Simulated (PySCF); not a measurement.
## Protonation sites of pyrazine

System: pyrazine, `c1cnccn1` (C4H4N2). Numbering: `[cH:1]1[cH:2][n:3][cH:4][cH:5][n:6]1` These are map numbers, not IUPAC locants.

These are calculated values, ωB97X-D3(BJ)/def2-TZVP in PySCF (grid level 2) at geometries from PBE0-D3(BJ)/def2-SVP. Thermal corrections: PBE0-D3(BJ)/def2-SVP frequencies, unscaled, ideal gas at 298.15 K and 1 bar, quasi-RRHO entropy.

```jsonl
{"site": "N3 (pyridine-type nitrogen)", "product": "c1c[nH+]ccn1", "PA / eV": "9.19", "GB / eV": "8.88"}
```

PA is −ΔH and GB is −ΔG of B + H⁺ → BH⁺ in the gas phase. Sites whose products fell apart, merged with another or lost in a GFN2-xTB screen aren't listed.

Measured values (NIST Chemistry WebBook, evaluated or the median of agreeing entries): proton affinity (−ΔH) 877 kJ/mol (computed 887, difference 10); gas-phase basicity (−ΔG) 847 kJ/mol (computed 857, difference 10).

Run with `OMP_NUM_THREADS=1 python redox_run.py task.json out` on 1 thread of Arm Neoverse V2, a shared host. Structures, frequencies and single points: 5.7 min of wall time.
